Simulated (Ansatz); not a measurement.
A made-up structure of BSi2H4, doublet:

| atom | x (Å) | y (Å) | z (Å) |
| --- | --- | --- | --- |
| B1 | 0.0598 | 0.7197 | -1.1681 |
| Si2 | -1.0264 | -0.5904 | -0.3064 |
| Si3 | 0.6587 | -0.1611 | 0.7979 |
| H4 | -2.1788 | -1.4192 | -0.2668 |
| H5 | -0.0485 | 1.6950 | -1.7677 |
| H6 | 0.6819 | 0.5589 | 2.1019 |
| H7 | 1.6968 | -1.2298 | 0.7947 |

It is relaxed with PBE-D4/def2-SVP and then PBE0-D4/def2-TZVP (Ansatz 0.2.0). Atoms count as bonded within 1.22 times the sum of their covalent radii (H–H: 0.88 Å). The end point is not checked to be a true minimum.

Does its bonding change? (A judgement: the text doesn't fix the answer.)

By the calculation: No: no bond forms or breaks.

Where it ends: The first stage lowers the energy by 0.85 eV in 18 steps. It ends as BSi₂H₄ ([BH]1[SiH][SiH2]1):
```
7
angstrom
B -0.0920 0.7353 -0.8989
Si -1.3074 -0.5207 -0.1346
Si 0.7096 -0.1767 0.7659
H -2.2855 -1.5636 -0.5659
H 0.1843 1.5496 -1.7177
H 0.7935 0.6943 1.9714
H 1.8411 -1.1453 0.7654
```

Labels in which every atom is bracketed show which atoms are joined, not bond orders.

For scale, one of the runs: PBE0-D4/def2-TZVP relaxation, 129 basis functions, launched by `ansatz run in.yaml --threads 2 --pin off --events-out ev --progress --plain --max-ram 4352MiB`. Hardware: 2 CPU threads of an Arm Neoverse V1, shared host. Wall time about 56 s.
